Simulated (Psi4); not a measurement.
Psi4 input (wB97X-D/6-31G*):

```
memory 1500 MB

molecule {
0 1
C    -0.00105023   -0.00044593    0.21807837
C    -0.00682676   -0.00289863    1.41756777
C     0.00595226    0.00252732   -1.23597935
H    -0.01194066   -0.00506999    2.47946412
H     0.01516829    1.02317495   -1.62370089
H     0.88736845   -0.51296496   -1.62264162
H    -0.87904773   -0.50023658   -1.63112234
symmetry c1
no_reorient
no_com
}

set {
  basis 6-31G*
  reference rks
  scf_type pk
  dft_radial_points 99
  dft_spherical_points 590
  e_convergence 1e-8
  d_convergence 1e-7
  maxiter 150
}

e = energy('wb97x-d')
print_out(f'\nFINAL {e:.10f} DIPOLE {variable("CURRENT DIPOLE")[0]:.6f} {variable("CURRENT DIPOLE")[1]:.6f} {variable("CURRENT DIPOLE")[2]:.6f}\n')
```

Output:

```
   => Loading Basis Set <=

    Name: 6-31G*
    Role: ORBITAL
    Keyword: BASIS
    atoms 1-3 entry C          line   111 file 6-31gs.gbs
    atoms 4-7 entry H          line    44 file 6-31gs.gbs

   => WB97X-D: Empirical Dispersion <=

    Chai and Head-Gordon Dispersion Correction
    Chai, J.-D.; Head-Gordon, M. (2010), J. Chem. Phys., 132: 6615-6620

        s6 =       1.000000

         ---------------------------------------------------------
                                   SCF
               by Justin Turney, Rob Parrish, Andy Simmonett
                          and Daniel G. A. Smith
                              RKS Reference
         ---------------------------------------------------------

  ==> Geometry <==

    Molecular point group: c1
    Full point group: C1

    Geometry (in Angstrom), charge = 0, multiplicity = 1:

       Center              X                  Y                   Z               Mass
    ------------   -----------------  -----------------  -----------------  -----------------
         C           -0.001050230000    -0.000445930000     0.218078370000    12.000000000000
         C           -0.006826760000    -0.002898630000     1.417567770000    12.000000000000
         C            0.005952260000     0.002527320000    -1.235979350000    12.000000000000
         H           -0.011940660000    -0.005069990000     2.479464120000     1.007825032230
         H            0.015168290000     1.023174950000    -1.623700890000     1.007825032230
         H            0.887368450000    -0.512964960000    -1.622641620000     1.007825032230
         H           -0.879047730000    -0.500236580000    -1.631122340000     1.007825032230

  Running in c1 symmetry.

  Rotational constants: A =      5.36034  B =      0.28680  C =      0.28680 [cm^-1]
  Rotational constants: A = 160699.09467  B =   8598.06723  C =   8598.06723 [MHz]
  Nuclear repulsion =   58.896637840862653

  Charge       = 0
  Multiplicity = 1
  Electrons    = 22
  Nalpha       = 11
  Nbeta        = 11

  ==> Algorithm <==

  SCF Algorithm Type is PK.
  DIIS enabled.
  MOM disabled.
  Fractional occupation disabled.
  Guess Type is SAD.
  Energy threshold   = 1.00e-08
  Density threshold  = 1.00e-07
  Integral threshold = 1.00e-12

  ==> Primary Basis <==

  Basis Set: 6-31G*
    Blend: 6-31G*
    Number of shells: 26
    Number of basis functions: 53
    Number of Cartesian functions: 53
    Spherical Harmonics?: false
    Max angular momentum: 2

  ==> DFT Potential <==

   => LibXC <=

    Version 7.1.2
    S. Lehtola, C. Steigemann, M. J. T. Oliveira, and M. A. L. Marques,  SoftwareX 7, 1–5 (2018) (10.1016/j.softx.2017.11.002)

   => Composite Functional: WB97X-D <=

    wB97X-D Hyb-GGA Exchange-Correlation Functional

    J.-D. Chai and M. Head-Gordon,  Phys. Chem. Chem. Phys. 10, 6615–6620 (2008) (10.1039/B810189B)

    Deriv               =              1
    GGA                 =           TRUE
    Meta                =          FALSE

    Exchange Hybrid     =           TRUE
    MP2 Hybrid          =          FALSE

   => Exchange-Correlation Functionals <=

    1.0000   wB97X-D range-separated functional

   => Exact (HF) Exchange <=

    0.7780            HF,LR [omega = 0.2000]
    0.2220               HF

   => LibXC Density Thresholds  <==

    XC_HYB_GGA_XC_WB97X_D:  1.00E-14

   => Molecular Quadrature <=

    Radial Scheme          =       TREUTLER
    Pruning Scheme         =           NONE
    Nuclear Scheme         =       TREUTLER

    Blocking Scheme        =         OCTREE
    BS radius alpha        =              1
    Pruning alpha          =              1
    Radial Points          =             99
    Spherical Points       =            590
    Total Points           =         386251
    Total Blocks           =           2809
    Max Points             =            256
    Max Functions          =             53
    Weights Tolerance      =       1.00E-15

  ==> Integral Setup <==

  Using in-core PK algorithm.
   Calculation information:
      Number of atoms:                   7
      Number of AO shells:              26
      Number of primitives:             61
      Number of atomic orbitals:        53
      Number of basis functions:        53

      Integral cutoff                 1.00e-12
      Number of threads:                 1

  Performing in-core PK
  Using 3073788 doubles for integral storage.
  We computed 60803 shell quartets total.
  Whereas there are 61776 unique shell quartets.

  Computing range-separated integrals for PK
  We computed 60803 wK shell quartets total.
  Whereas there are 61776 wK unique shell quartets.

  ==> DiskJK: Disk-Based J/K Matrices <==

    J tasked:                  Yes
    K tasked:                  Yes
    wK tasked:                 Yes
    Omega:               2.000E-01
    Schwarz Cutoff:          1E-12


  Cached 100.0% of DFT collocation blocks in 0.537 [GiB].

  Minimum eigenvalue in the overlap matrix is 4.9063823910E-04.
  Reciprocal condition number of the overlap matrix is 7.7036254025E-05.
    Using symmetric orthogonalization.

  ==> Pre-Iterations <==

  SCF Guess: Superposition of Atomic Densities via on-the-fly atomic UHF (no occupation information).

   -------------------------
    Irrep   Nso     Nmo
   -------------------------
     A         53      53
   -------------------------
    Total      53      53
   -------------------------

  ==> Iterations <==

                        Total Energy        Delta E     RMS |[F,P]|

   @RKS iter SAD:  -115.82772309063823   -1.15828e+02   0.00000e+00
   @RKS iter   1:  -116.49477601414388   -6.67053e-01   8.48290e-03 DIIS/ADIIS
   @RKS iter   2:  -116.57231146125081   -7.75354e-02   4.95058e-03 DIIS/ADIIS
   @RKS iter   3:  -116.60658780282725   -3.42763e-02   2.98667e-04 DIIS/ADIIS
   @RKS iter   4:  -116.60669527901734   -1.07476e-04   2.64800e-04 DIIS/ADIIS
   @RKS iter   5:  -116.60678937583754   -9.40968e-05   6.45534e-05 DIIS
   @RKS iter   6:  -116.60679519346940   -5.81763e-06   1.81774e-05 DIIS
   @RKS iter   7:  -116.60679570288386   -5.09414e-07   1.90034e-06 DIIS
   @RKS iter   8:  -116.60679570988904   -7.00518e-09   2.77939e-07 DIIS
   @RKS iter   9:  -116.60679571004140   -1.52355e-10   2.12916e-08 DIIS
  Energy and wave function converged.

  ==> Post-Iterations <==

   Electrons on quadrature grid:
      Ntotal   =   22.0000000354 ; deviation = 3.537e-08

    Orbital Energies [Eh]
    ---------------------

    Doubly Occupied:

       1A    -10.314323     2A    -10.294749     3A    -10.281074
       4A     -0.875373     5A     -0.792449     6A     -0.612760
       7A     -0.534092     8A     -0.516092     9A     -0.516089
      10A     -0.341470    11A     -0.341470

    Virtual:

      12A      0.141099    13A      0.141100    14A      0.198090
      15A      0.223667    16A      0.270699    17A      0.270700
      18A      0.322916    19A      0.491835    20A      0.546897
      21A      0.616681    22A      0.616681    23A      0.719297
      24A      0.719298    25A      0.818562    26A      0.818562
      27A      0.857713    28A      0.886809    29A      0.960410
      30A      0.960412    31A      1.010776    32A      1.107305
      33A      1.309619    34A      1.498861    35A      1.498863
      36A      1.575819    37A      1.634589    38A      1.634590
      39A      1.656707    40A      1.963636    41A      1.963638
      42A      2.037142    43A      2.037143    44A      2.200207
      45A      2.321896    46A      2.321900    47A      2.705362
      48A      2.813654    49A      2.813655    50A      3.464194
      51A      4.211049    52A      4.367799    53A      4.752464

    Final Occupation by Irrep:
              A
    DOCC [    11 ]
    NA   [    11 ]
    NB   [    11 ]

  @RKS Final Energy:  -116.60679571004140

   => Energetics <=

    Nuclear Repulsion Energy =             58.8966378408626525
    One-Electron Energy =                -272.0087120329110348
    Two-Electron Energy =                 108.5585053579430621
    DFT Exchange-Correlation Energy =     -12.0521611947278036
    Empirical Dispersion Energy =          -0.0010656812082588
    VV10 Nonlocal Energy =                  0.0000000000000000
    Total Energy =                       -116.6067957100413963

Computation Completed

Properties will be evaluated at   0.000000,   0.000000,   0.000000 [a0]

Properties computed using the SCF density matrix

 Multipole Moments:

 ------------------------------------------------------------------------------------
     Multipole            Electronic (a.u.)      Nuclear  (a.u.)        Total (a.u.)
 ------------------------------------------------------------------------------------

 L = 1.  Multiply by 2.5417464519 to convert [e a0] to [Debye]
 Dipole X            :          0.0013234           -0.0000001            0.0013233
 Dipole Y            :          0.0005648           -0.0000000            0.0005648
 Dipole Z            :         -0.2743585            0.0000000           -0.2743585
 Magnitude           :                                                    0.2743623

 ------------------------------------------------------------------------------------

FINAL -116.6067957100 DIPOLE 0.001323 0.000565 -0.274359

*** Psi4 exiting successfully. Buy a developer a beer!
```

The geometry given is a B3LYP-D3(BJ)/def2-TZVP minimum.
